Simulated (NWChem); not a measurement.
Program: NWChem. System: formaldehyde (CH$_{2}$O), charge 0, spin multiplicity 1, at a geometry optimised with B3LYP/def2-SVP. Level: MP2/def2-TZVP, 2 core orbitals frozen.

Part of the output:

```
             Northwest Computational Chemistry Package (NWChem) 7.3.0
             --------------------------------------------------------

                                NWChem Input Module
                                -------------------

 Scaling coordinates for geometry "geometry" by  1.889725989
 (inverse scale =  0.529177249)

 Turning off AUTOSYM since
 SYMMETRY directive was detected!

                             Geometry "geometry" -> ""
                             -------------------------

 Output coordinates in angstroms (scale by  1.889725989 to convert to a.u.)

  No.       Tag          Charge          X              Y              Z
 ---- ---------------- ---------- -------------- -------------- --------------
    1 C                    6.0000     0.00000000     0.00000000     0.52439500
    2 O                    8.0000     0.00000000     0.00000000    -0.67529100
    3 H                    1.0000    -0.94472700     0.00000000     1.12798100
    4 H                    1.0000     0.94472700     0.00000000     1.12798100

 Effective nuclear repulsion energy (a.u.)      31.2760464565

            Nuclear Dipole moment (a.u.)
            ----------------------------
        X                 Y               Z
 ---------------- ---------------- ----------------
     0.0000000000     0.0000000000     0.0000075589

      Symmetry information
      --------------------

 Group name             C2v
 Group number             16
 Group order               4
 No. of unique centers     3

      Symmetry unique atoms

     1    2    3


 Summary of "ao basis" -> "" (spherical)
 ------------------------------------------------------------------------------
       Tag                 Description            Shells   Functions and Types
 ---------------- ------------------------------  ------  ---------------------
 *                         def2-tzvp                  on all atoms

 Summary of "ao basis" -> "ao basis" (spherical)
 ------------------------------------------------------------------------------
       Tag                 Description            Shells   Functions and Types
 ---------------- ------------------------------  ------  ---------------------
 C                         def2-tzvp                11       31   5s3p2d1f
 O                         def2-tzvp                11       31   5s3p2d1f
 H                         def2-tzvp                 4        6   3s1p

                                 NWChem SCF Module
[...]
    Atom       Charge   Shell Charges
 -----------   ------   -------------------------------------------------------
    1 C    6     5.82   0.86  1.12  0.52  0.60  0.10  1.15  1.09  0.19  0.04  0.12  0.01
    2 O    8     8.37   0.79  1.18  0.59  0.94  0.34  1.82  1.93  0.74  0.00  0.03  0.00
    3 H    1     0.90   0.26  0.50  0.12  0.02
    4 H    1     0.90   0.26  0.50  0.12  0.02

       Multipole analysis of the density wrt the origin
       ------------------------------------------------

     L   x y z        total         open         nuclear
     -   - - -        -----         ----         -------
     0   0 0 0     -0.000000      0.000000     16.000000

     1   1 0 0      0.000000      0.000000      0.000000
     1   0 1 0     -0.000000      0.000000      0.000000
     1   0 0 1      1.091630      0.000000      0.000008

     2   2 0 0     -8.540457      0.000000      6.374415
     2   1 1 0     -0.000000      0.000000      0.000000
     2   1 0 1      0.000000      0.000000      0.000000
     2   0 2 0     -8.709815      0.000000      0.000000
     2   0 1 1      0.000000      0.000000      0.000000
     2   0 0 2     -8.965083      0.000000     28.007023

                   NWChem MP2 Semi-direct Energy/Gradient Module
                   ---------------------------------------------

  Basis functions       =     74
  Molecular orbitals    =     74
  Frozen core           =      2
  Frozen virtuals       =      0
  Active alpha occupied =      6
  Active beta occupied  =      6
  Active alpha virtual  =     66
  Active beta virtual   =     66
  Use MO symmetry       = T
  Use skeleton AO sym   = T

  AO/Fock/Back tols     =   1.0D-09  1.0D-09  1.0D-09

 GA uses MA = F    GA memory limited = T

 Available:
  local mem=  1.26D+08
 global mem=  1.44D+08
 local disk=  0.00D+00
  mp2_memr nvloc                    66
  nvloc new                    66
   1 passes of   6:        5242880                      30963                   3744355.
   1 passes of   6: M    126153016           G      144168248           F     120910136.

 Semi-direct pass number   1 of   1  for RHF alpha+beta  at        0.8s
  vrange nnbf                  2774
  mp2_eaftype                    14  avail_ma_in_mb                  1099
 EAF : mp2_eaftype filesize          14    1872178.
  mp2_eaf for mointskh                     14
Node 0 wrote      8.8 Mb in      0.0 s     Agg I/O rate:  1428.3 Mb/s
 Done moints_semi at        1.9s
  mp2_eaftype                    14  avail_ma_in_mb                  1085
 EAF : mp2_eaftype filesize          14    1872178.
  mp2_eaf for kh                    14
 Done maket at        2.0s
 Done multipass loop at        2.0s

          -------------------------------------------
          SCF energy                -113.915908051484
          Correlation energy          -0.388501870746
          Singlet pairs               -0.247738146531
          Triplet pairs               -0.140763724216
          Total MP2 energy          -114.304409922231
          -------------------------------------------

          ---------------------------------------------------
                    Spin Component Scaled (SCS) MP2
          Same spin pairs                     -0.093842482810
          Same spin scaling factor             0.333333333333
          Opposite spin pairs                 -0.294659387936
          Opposite spin scaling fact.          1.200000000000
          SCS-MP2 correlation energy          -0.384872093127
          Total SCS-MP2 energy              -114.300780144611
          ---------------------------------------------------

 -----------------------
 Performance information
 -----------------------

 Timer overhead =  1.36D-07 seconds/call

               Nr. of calls         CPU time (s)                 Wall time (s)                GFlops
             ---------------    -------------------     ------------------------------   -------------------
Name         Min   Avg   Max    Min     Avg     Max     Min     Avg     Max   Mx/calls   Min     Max     Sum
mp2: moin     1     1     1    1.1     1.1     1.1      1.1     1.1     1.1     1.1      0.0     0.0     0.0
mp2: make     1     1     1   7.15E-2 7.15E-2 7.15E-2  7.15E-2 7.15E-2 7.15E-2 7.15E-2   0.0     0.0     0.0
mp2: tota     1     1     1    1.3     1.3     1.3      1.3     1.3     1.3     1.3      0.0     0.0     0.0

 The average no. of pstat calls per process was 3.00D+00
 with a timing overhead of 4.07D-07s

 Task  times  cpu:        2.0s     wall:        2.0s

 Total times  cpu:        2.0s     wall:        2.0s
```

Write an NWChem input that would produce this output.

Several could match; the one computed here: 
```
start mol
memory heap 200 mb stack 900 mb global 1100 mb
geometry units angstroms nocenter noautoz
  C      0.000000     0.000000     0.524395
  O      0.000000     0.000000    -0.675291
  H     -0.944727     0.000000     1.127981
  H      0.944727     0.000000     1.127981
  symmetry group C2v
end
basis spherical
  * library def2-tzvp
end
scf
  rhf
  nopen 0
  maxiter 100
  thresh 1e-7
  semidirect memsize 60000000 filesize 0
end
mp2
  freeze core 2
end
task mp2 energy
```
